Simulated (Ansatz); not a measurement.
Input file:

```yaml
crystal:
  periodic: [false, false, false]
  atoms:
    - { symbol: Si, position_ang: [0.000629, 0.010237, -0.09521] }
    - { symbol: Si, position_ang: [0.000826, -0.009551, 2.302303] }
    - { symbol: H, position_ang: [-1.380659, 0.253931, 2.892978] }
    - { symbol: H, position_ang: [0.549821, -1.289452, 2.969563] }
    - { symbol: H, position_ang: [0.848993, 1.086186, 2.844725] }
    - { symbol: H, position_ang: [1.30871, 0.592639, -0.632184] }
    - { symbol: H, position_ang: [-1.206646, 0.751261, -0.523323] }
    - { symbol: H, position_ang: [-0.152016, -1.413701, -0.503954] }
basis:
  gaussian: { orbitals: "6-31G*" }
hamiltonian:
  xc: cam_b3lyp
  dispersion: d4
md:
  timestep: 0.25
  n_steps: 150
  ensemble: nve_milne
  temperature: 300.0
  initial_velocities: maxwell_boltzmann
  seed: 794760
```

Command:

```bash
$ ansatz run input.yaml --threads 1 --pin off --max-ram 2048MiB --backend cpu --events-out ev --progress --plain --runs-dir out
```

Hardware: 1 thread of Arm Neoverse V1 (shared host).

Roughly how long does this run take, and how much memory?

4.7 min, with a peak of 0.1 GiB, for 151 ionic steps.
